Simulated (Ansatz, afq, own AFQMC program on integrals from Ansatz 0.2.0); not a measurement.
Two steps: Ansatz 0.2.0 writes the Fock matrix and Cholesky factors of the valence space, and afq projects on them the lowest state that overlaps trial and start.

```yaml
crystal:
  periodic: [false, false, false]
  atoms:
    - {symbol: N, position_ang: [0.000000, -0.123686, 0.526574]}
    - {symbol: C, position_ang: [0.000000, 0.081265, -0.705120]}
    - {symbol: H, position_ang: [0.000000, 0.750434, 1.084807]}
basis:
  gaussian: {orbitals: cc-pVDZ}
total_charge: 1
magnetization: {spin_polarized: true, initial_magnetization: 3}
correlation: {method: ccsd_t, electrons: outside_noble_gas, hamiltonian_folder: ham}
```

```sh
$ ansatz run in.yaml --threads 1 --pin off --events-out ev --progress --plain --max-ram 24576MiB --backend cuda --devices 0, --max-vram 18GiB
```

Options of the walk:

```
--method phaseless --trial cisd --walkers 4000 --populations 20 --least-time 60 --time-step 0.005 --steps-per-block 50 --equilibration-blocks 28 --max-blocks 4000 --target-error 0.00018 --factor-cut 1e-05 --start spin_pure --seed 8759 --release-times 0.24,0.51,0.99,1.62,2.4 --release-step 0.03 --release-every 3 --taylor-order 6
```

Times are imaginary, in 1/Eh. The walk had a cap of 122 s. With eight or more populations the least sampling time is a fifth of least-time, and the error comes from their spread.

Log:

```
orbitals 31  electrons 6 3  factors 236 of 315
reference energy -92.32439257 Eh
CCSD correlation -0.20455736 Eh in 24 cycles, weight of the determinant in the CISD state 0.8614
energy of the start -92.527531 Eh
 block  time / (1/Eh)  mean weight  energy / Eh
     1     0.250  1.0000  -92.527506
     2     0.500  1.0002  -92.529848
     3     0.750  1.0001  -92.531869
     4     1.000  0.9999  -92.533221
     5     1.250  1.0000  -92.534043
    12     3.000  0.9997  -92.535765
    19     4.750  1.0002  -92.536178
    26     6.500  0.9998  -92.536012
    33     8.250  1.0000  -92.536697
    40    10.000  0.9999  -92.536999
    42    10.500  0.9996  -92.535874
    47    11.750  1.0000  -92.536975
    54    13.500  1.0001  -92.537203
    61    15.250  1.0000  -92.537145
    64    16.000  1.0001  -92.538414
    68    17.000  1.0000  -92.537942
    75    18.750  0.9999  -92.537952
    78    19.500  0.9999  -92.537242
error from the spread of 20 populations
released: time / (1/Eh)  energy / Eh  error  mean overlap
  0.24  -92.537276  0.000229  0.9989
  0.51  -92.537488  0.000139  0.9984
  0.99  -92.537276  0.000114  1.0015
  1.62  -92.537653  0.000123  0.9983
  2.40  -92.537523  0.000211  0.9965
energy -92.537173 +/- 0.000171 Eh
(rows thinned)
```

The run passed its tests (sampling time, drift between the halves within three errors, error under three times the target), which doesn't prove that it has relaxed. The second half of the sampling lies below the first by 1.7 errors of their difference, so the energy may still be moving and its error bar be too small.

Against this walk (error 4.7 meV) on the same determinant: CCSD(T) 30.2 meV higher, CCSDT(Q) 135.8 meV higher, CCSDTQ 140.2 meV higher. The error is statistical and leaves out the bias of the constraint. None of these is a sure reference here. Released to 2.40 1/Eh the energy moves by -10 ± 7 meV (both errors), within twice the noise.

Cautions: constraint bias not in the error; another spin lies lower; strong correlation (T1 0.057, weight of the determinant 0.86, largest double 0.10); unrestricted determinant slightly spin contaminated (⟨S²⟩ 3.81 against 3.75); CCSDT(Q) is in doubt: in a space of 9 electrons in 9 natural orbitals full CI lies 429 meV below it; CCSDTQ is in doubt: in a space of 9 electrons in 9 natural orbitals full CI lies 441 meV below it; released walk and highest rung disagree (by 150 meV at 2.40 1/Eh).

The walk took 53 s on 1 × NVIDIA H100 80GB HBM3 with 2 threads of AMD EPYC 7R13 Processor (Zen 3), on a shared host (the card was shared). The log's last line is the phaseless energy.

CCSDT and higher add their correlation energy to the determinant of the CCSD(T) run, since their own runs factorise the integrals more tightly (a shift of under 2 meV).
